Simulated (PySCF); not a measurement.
**A diatomic session: AlS**

An exercise on one series of results from a longer session: the logs are not shown, and one member is left open.

The runs use PySCF 2.14.0; Al aug-pcseg-1, S aug-pcseg-1, no relativity.

The first run:

The job is set up so:

| Property | Result |
| --- | --- |
| atoms | Al, S |
| charge | 0 |
| basis | Al aug-pcseg-1, S aug-pcseg-1 |
| Hamiltonian | no relativity |
| basis functions | 54 |
| electrons treated | 29 |
| masses in u | 26.9815, 31.9721 |
| levels | PBE0, PBE, r²SCAN, TPSS, BHandHLYP, B2PLYP, LC-ωPBE, HF, MP2, SCS-MP2, CCSD, CCSD(T) |
| grid | 80 radial by 434 angular points |
| occupations | held fixed by the projection of orbital angular momentum |
| dissociation limit | Al + S, each in its ground configuration |
| starting distance in angstrom | 2.180 |
| values of 2S to try | 1, 3 |

Among the steps run: Input; PBE0 along the bond; Other states along the same grid; PBE (GGA); r²SCAN; TPSS (meta-GGA); BHandHLYP; B2PLYP; LC-ωPBE; UHF; MP2 and coupled cluster.

One of the session's tables, all rows but one given; the rest of the session is left out.

Differences from CCSD(T) in the same basis:

| level | Re (mÅ) | ωe (%) |
| --- | --- | --- |
| UHF | -35 | +3.0 |
| UHF-CCSD | -6 | -1.4 |
| PBE | +1 | -2.0 |
| TPSS | -6 | -0.3 |
| r²SCAN | -20 | +3.5 |
| PBE0 | -18 | +1.8 |
| BHandHLYP | -21 | 0.0 |
| LC-ωPBE | ? | ? |
| B2PLYP | -9 | +1.4 |

Estimate the missing values for LC-ωPBE.

**Answer.** Re (mÅ): -44; ωe (%): +7.5. In the column «Re (mÅ)» it is the lowest.
